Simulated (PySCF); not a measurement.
First SCF of a structure search on singlet FSN, at a hand-made linear geometry. PySCF input:

```python
from pyscf import gto, scf, dft
mol = gto.M(atom='''
S      0.000000     0.000000     0.000000
N      0.000000     0.000000    -1.540000
F      0.000000     0.000000     1.670000''',
    basis={'S': 'def2-TZVP', 'N': 'def2-TZVP', 'F': 'def2-TZVP'},
    charge=0, spin=0)
mf = dft.RKS(mol, xc='B3LYP')
mf.grids.atom_grid = (50, 194)
aux = {'S': 'def2-universal-JKFIT', 'N': 'def2-universal-JKFIT', 'F': 'def2-universal-JKFIT'}
mf = mf.density_fit(auxbasis=aux)
mf.conv_tol = 1e-08
mf.diis_space = 10
mf.max_cycle = 60
mf.init_guess = 'minao'
mf.verbose = 4
mf.kernel()
```

Excerpt of the output (cycles and frontier levels):

```
init E= -553.021855419946
  HOMO = -0.275840952596653  LUMO = -0.154904566744565  gap/eV = 3.29085
cycle= 1 E= -552.679808709384  delta_E= 0.342  |g|= 0.665  |ddm|= 2.28
  HOMO = -0.23983293600642  LUMO = -0.151644213320545  gap/eV = 2.39974
cycle= 2 E= -551.574746181334  delta_E= 1.11  |g|= 2.62  |ddm|= 1.37
  HOMO = -0.293678455100718  LUMO = -0.14071731468351  gap/eV = 4.16228
cycle= 3 E= -552.681668829395  delta_E= -1.11  |g|= 0.549  |ddm|= 1.16
  HOMO = -0.303615297299181  LUMO = -0.156074327505113  gap/eV = 4.01479
cycle= 4 E= -552.730716002847  delta_E= -0.049  |g|= 0.342  |ddm|= 0.491
  HOMO = -0.302014785925962  LUMO = -0.152321130174814  gap/eV = 4.07337
cycle= 5 E= -552.755776986705  delta_E= -0.0251  |g|= 0.052  |ddm|= 0.157
  HOMO = -0.302258401760923  LUMO = -0.150400110654282  gap/eV = 4.13227
cycle= 6 E= -552.756393411561  delta_E= -0.000616  |g|= 0.00675  |ddm|= 0.0311
  HOMO = -0.302219868880201  LUMO = -0.149972659450684  gap/eV = 4.14286
cycle= 7 E= -552.756403239923  delta_E= -9.83e-06  |g|= 0.00164  |ddm|= 0.00474
  HOMO = -0.302234580990167  LUMO = -0.150017321409561  gap/eV = 4.14204
cycle= 8 E= -552.756403819289  delta_E= -5.79e-07  |g|= 0.000242  |ddm|= 0.000906
  HOMO = -0.3022384299653  LUMO = -0.150029497790708  gap/eV = 4.14182
cycle= 9 E= -552.756403830852  delta_E= -1.16e-08  |g|= 4.66e-05  |ddm|= 0.000157
  HOMO = -0.302235794531995  LUMO = -0.150028353607927  gap/eV = 4.14178
cycle= 10 E= -552.756403831262  delta_E= -4.1e-10  |g|= 1e-05  |ddm|= 2.9e-05
  HOMO = -0.302237132829902  LUMO = -0.150030391583212  gap/eV = 4.14176
Extra cycle  E= -552.756403830928  delta_E= 3.34e-10  |g|= 3.94e-05  |ddm|= 2.7e-05
converged SCF energy = -552.756403830928
```

No lower solution of this spin was found by a stability analysis within the restricted form, which does not test spin polarisation.

The search for the lowest solution, with the stability check, took 3.7 s on 2 threads of a shared Arm Neoverse V2 host, with 99 basis functions; the process peaked at 0.31 GiB.
